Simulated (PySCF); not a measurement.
# Electronic absorption of C4H3FS

Species: C4H3FS.
Z-matrix (Å and degrees, GFN2-xTB geometry), rows numbered from 1:
```
F 
C   1  1.3418
C   2  1.4140  1  122.50
C   3  1.3561  2  111.11  1  -179.96
S   4  1.7191  3  112.39  2    -0.01
C   2  1.3582  1  123.16  3  -179.93
H   3  1.0737  2  123.61  1     0.10
H   4  1.0711  3  128.18  2   179.98
H   6  1.0705  2  128.38  1    -0.05
```

Level of theory: TDDFT PBE0/def2-SVPD, vertical, gas phase, core orbitals frozen in the response in PySCF.

```json
{"state": "S1", "E (eV)": "5.69", "E (hartree)": "0.2093", "f": "0.086", "|μ| (D)": "2.00", "symmetry": "A′", "main configurations (H = HOMO, L = LUMO)": "H→L (86%)"}
{"state": "S2", "E (eV)": "5.90", "E (hartree)": "0.2170", "f": "0.0040", "|μ| (D)": "0.43", "symmetry": "A″", "main configurations (H = HOMO, L = LUMO)": "H→L+1 (95%)"}
{"state": "S3", "E (eV)": "6.10", "E (hartree)": "0.2243", "f": "0.096", "|μ| (D)": "2.04", "symmetry": "A′", "main configurations (H = HOMO, L = LUMO)": "H-1→L (82%)"}
{"state": "S4", "E (eV)": "6.31", "E (hartree)": "0.2320", "f": "0.0007", "|μ| (D)": "0.18", "symmetry": "–", "main configurations (H = HOMO, L = LUMO)": "H-1→L+1 (94%)"}
{"state": "S5", "E (eV)": "6.81", "E (hartree)": "0.2504", "f": "0.0075", "|μ| (D)": "0.54", "symmetry": "A″", "main configurations (H = HOMO, L = LUMO)": "H→L+2 (98%)"}
{"state": "S6", "E (eV)": "6.91", "E (hartree)": "0.2538", "f": "0.0000", "|μ| (D)": "0.03", "symmetry": "–", "main configurations (H = HOMO, L = LUMO)": "H→L+3 (93%)"}
{"state": "S7", "E (eV)": "7.22", "E (hartree)": "0.2651", "f": "0.0069", "|μ| (D)": "0.50", "symmetry": "A″", "main configurations (H = HOMO, L = LUMO)": "H-1→L+2 (95%)"}
{"state": "S8", "E (eV)": "7.42", "E (hartree)": "0.2726", "f": "0.0033", "|μ| (D)": "0.34", "symmetry": "A″", "main configurations (H = HOMO, L = LUMO)": "H-1→L+3 (90%)"}
```

Triplets (Tamm–Dancoff): T1 3.81 eV, H→L (85%), H-1→L (11%); T2 4.53 eV, H-1→L (86%), H→L (11%); T3 5.56 eV, H→L+1 (90%).

The lowest singlet comes at 218 nm (549 kJ/mol) in the ultraviolet; it is of moderate strength; its leading configuration is HOMO→LUMO (86%). The most intense listed level is S3 at 6.10 eV (203 nm, f = 0.096), 0.41 eV above S1. Löwdin shares by element: HOMO carbon 67% or more, sulfur 15% (atoms not listed hold the other 18%); LUMO carbon 58% or more, sulfur 22% (atoms not listed hold the other 20%). The oscillator strengths of these states sum to 0.205; summed over the whole spectrum of an exact calculation they would give the number of electrons, 52 (Thomas–Reiche–Kuhn). Orbital energies (eV): HOMO-3 -10.84, HOMO-2 -10.22, HOMO-1 -7.54, HOMO -7.09, LUMO -0.68, LUMO+1 0.24, LUMO+2 0.85. Weighted by f, the mean energy of these states is 6.01 eV. Symmetry labels in Cs follow from the direction of the transition dipole and are given only for states with f of 0.002 or more. The window holds the lowest 8 singlets.
